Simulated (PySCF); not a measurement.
Species: C5H5Cl.
Atom-mapped SMILES: `[CH:1]#[C:2]/[CH:3]=[CH:4]\[CH2:5][Cl:6]` (hydrogens: H7 on C1; H8 on C3; H9 on C4; H10, H11 on C5)

Torsions of this conformer, `[CH:1]#[C:2]/[CH:3]=[CH:4]\[CH2:5][Cl:6]`: C3–C4–C5–Cl6 113°.

The closed-shell ground state was solved at several levels (PySCF, density fitting, gas phase, non-relativistic). Isolated species at its GFN2-xTB geometry (one conformer only).

| level | basis functions | HOMO (eV) | LUMO (eV) | gap (eV) | dipole (D) |
| --- | --- | --- | --- | --- | --- |
| B3LYP/def2-SVPD | 167 | -7.13 | -1.63 | 5.50 | 1.87 |
| PBE0/def2-SVPD | 167 | -7.36 | -1.44 | 5.92 | 1.88 |

Task: Estimate the row for PBE0/pcSseg-1, a basis of 134 functions; the other rows only guide the guess.

Result: HOMO -7.35 eV, LUMO -1.38 eV, gap 5.97 eV, dipole 1.91 D.

Task: Over all these levels, which gives the widest orbital gap and which the narrowest?

Result: PBE0/pcSseg-1 (global hybrid, 25 % exact exchange) has the widest, 5.97 eV, and B3LYP/def2-SVPD (global hybrid, 20 % exact exchange) the narrowest, 5.50 eV. Functional and basis both differ between the two, so the spread mixes both effects.

Task: How far do the dipole and the HOMO energy spread over the levels?

Result: The dipole runs from 1.87 to 1.91 D (mean 1.88 D) and the HOMO from -7.36 to -7.13 eV.
